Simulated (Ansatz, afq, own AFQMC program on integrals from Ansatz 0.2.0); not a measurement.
Integrals from Ansatz 0.2.0, then the random walk in our own AFQMC program (afq).

```yaml
crystal:
  periodic: [false, false, false]
  atoms:
    - {symbol: Si, position_ang: [0.000000, 0.000000, 3.694733]}
    - {symbol: Al, position_ang: [0.000000, 0.000000, -0.433170]}
    - {symbol: H, position_ang: [0.000000, 0.000000, -3.261564]}
basis:
  gaussian: {orbitals: 6-31G}
magnetization: {spin_polarized: true, initial_magnetization: 2}
correlation: {method: ccsd_t, electrons: outside_noble_gas, hamiltonian_folder: ham}
```

```sh
$ ansatz run in.yaml --threads 1 --pin off --events-out ev --progress --plain --max-ram 24576MiB --backend cuda --devices 0, --max-vram 18GiB
```

afq runs on the folder ham with

```
--method free --trial cisd --walkers 20 --time-step 0.05 --max-blocks 30 --target-error 0.00136 --factor-cut 1e-06 --seed 8334 --times 0,0.5,1,2 --taylor-order 2
```

Times are imaginary, in 1/Eh. The walk had a cap of 60 s.

```
orbitals 18  electrons 5 3  factors 104 of 310
reference energy -531.20050663 Eh
CCSD correlation -0.07468563 Eh in 23 cycles, weight of the determinant in the CISD state 0.6822
repeat  energy at the last time / Eh  error
    10  -531.278486  0.001573
    20  -531.278705  0.000945
    30  -531.277576  0.000834
time / (1/Eh)  energy / Eh  error  mean overlap
  0.00  -531.275579  0.000514  1.4597
  0.50  -531.276454  0.000637  1.4884
  1.00  -531.277044  0.000624  1.5355
  2.00  -531.277576  0.000834  1.6001
energy -531.277576 +/- 0.000834 Eh
```

The run passed its tests (error under three times the target), which doesn't prove that it has relaxed.

Against this walk (error 22.7 meV) on the same determinant: CCSD(T) 27.1 meV higher (within the noise), CCSDT(Q) 4.0 meV lower (within the noise), CCSDTQ 5.4 meV lower (within the noise), full CI 5.7 meV lower (within the noise). The error is statistical, and a free projection of finite length keeps a remainder of its start. The determinant has ⟨S²⟩ = 2.73, so the low cluster orders mix in higher spin, and so can this walk.

A setting was made bad on purpose (series of the exponential too short), so the walk's energy isn't to be trusted.

Cautions: remainder of the start not in the error; start is not spin pure; lower spins were not checked; strong correlation (T1 0.095, weight of the determinant 0.68, largest double 0.22); unrestricted determinant spin contaminated (⟨S²⟩ 2.73 against 2.00); so few walkers bias the energy; the time-step error isn't removed.

CCSDT and higher add their correlation energy to the determinant of the CCSD(T) run, since their own runs factorise the integrals more tightly (a shift of under 2 meV). A walk keeps the symmetry of its determinant, which the program's search chose and which needn't be the lowest solution, so a lower state of the same spin and another symmetry isn't excluded.
